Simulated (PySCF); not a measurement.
Working out the ionisation energy of Cl

Cl [Ne] 3s2 3p5 (2P) → Cl⁺ [Ne] 3s2 3p4 (3P). Computed with PySCF 2.14 in aug-cc-pwCVQZ (10s9p7d5f3g, 134 functions), with the non-relativistic Hamiltonian (point nucleus). Frozen: nothing. Energies in hartree (1 hartree = 27.21139 eV):

```csv
part,Cl (lower),Cl⁺ (upper)
UHF,-459.489325,-459.057025
MP2 opposite-spin,-0.416000,-0.383369
MP2 same-spin,-0.142870,-0.133752
```

Question: What does Hartree-Fock give?

Answer: (-459.057025) − (-459.489325) = 0.432300 hartree = 11.763 eV.

Question: What do MP2 and SCS-MP2 (6/5 opposite-spin, 1/3 same-spin) give?

Answer: The opposite-spin parts differ by 0.888 eV and the same-spin parts by 0.248 eV. MP2: 11.763 + (0.888) + (0.248) = 12.899 eV. SCS-MP2: 11.763 + 1.2 × (0.888) + (0.248)/3 = 12.911 eV.

Measured between the centres of the two terms (NIST): 12.974 eV, so MP2 (all electrons) is off by -0.075 eV.

What remains against the reference includes basis incompleteness and correlation beyond second order.
